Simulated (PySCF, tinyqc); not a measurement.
The basis set: RHF and MP2 along a ladder of basis sets, for CH2, spin multiplicity 1. Computed by the program tinyqc with PySCF. Same geometry throughout; the dipole is taken about the origin.

Geometry (angstrom):
```
atom       x        y       z
C     0.0000   0.0000  0.0000
H     0.0000   0.9370  0.4500
H     0.0000  -0.9370  0.4500
```

RHF and frozen-core MP2 in a ladder of bases:
```
basis        functions  E(RHF) (hartree)  E(MP2 corr) (hartree)  HOMO (eV)  LUMO (eV)  dipole (debye)
sto-3g               7        -38.341012              -0.030109    -7.3724     6.4549          1.6207
3-21g               13        -38.636166              -0.062629    -9.2252     2.2771          2.1383
6-31g               13        -38.839253              -0.062058    -9.2438     2.0960          2.1647
6-31g**             24        -38.858748              -0.107527    -9.3856     2.1520          1.8680
cc-pvdz             24        -38.862632              -0.107147    -9.5352     1.8457          1.8036
aug-cc-pvdz         41        -38.867250              -0.112776    -9.7466     0.7431          1.7608
cc-pvtz             58        -38.876864              -0.136865    -9.7037     1.4278          1.7796
```

What does the comparison show, and why?

From cc-pVDZ to cc-pVTZ the RHF energy falls by 14.2 mhartree and the correlation energy by 29.7. If valence correlation converges as X^-3, (27 E(T) - 8 E(D))/19 gives -0.1494 hartree, a rough estimate from such small X that usually falls short; STO-3G holds about 20 % of it. Beyond STO-3G the LUMO moves by 1.5 eV and the HOMO by 0.5 eV. The restricted reference is unstable here: a spin-polarised solution lies 0.0348 hartree lower (PySCF, cc-pVDZ), so results built on it describe a poor reference.
